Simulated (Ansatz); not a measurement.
System (SMILES): FCl (F-Cl).
Atoms: F1, Cl2. Bonds: F1-Cl2.

Basis-set convergence of the highest harmonic wavenumber at CCSD(T) with Ansatz (a program for electronic structure). Each level at its own minimum, finite differences of forces, unscaled; the reference is a large set that could be run, not a limit. Cartesian d functions, on some or all atoms, in 6-311G**; all else is spherical. Cores are frozen. No added dispersion term, no relativity. Reference: the value in pcseg-3, 787 cm⁻¹, itself unsure by roughly 6 cm⁻¹ (its mean distance from def2-QZVPP, cc-pV(Q+d)Z, aug-pcseg-2). Deviations are taken from unrounded values. Cost is core time over that of pcseg-1, rough, on shared machines of one kind; a dash marks a row that isn't timed (too short, read off another run, short of memory, by another algorithm or on other hardware).

```csv
basis,functions,highest harmonic wavenumber (cm⁻¹),minus reference (cm⁻¹),cost
3-21G,22,623,-164,-
pcseg-0,22,628,-159,-
pcseg-1,32,714,-73,1×
6-311G**,45,698,-89,2×
def2-SVPD,50,723,-64,3×
"6-311++G(2d,2p)",62,716,-71,6×
def2-TZVPD,86,770,-17,20×
aug-cc-pV(T+d)Z,101,773,-14,30×
cc-pV(Q+d)Z,119,784,-3,80×
```
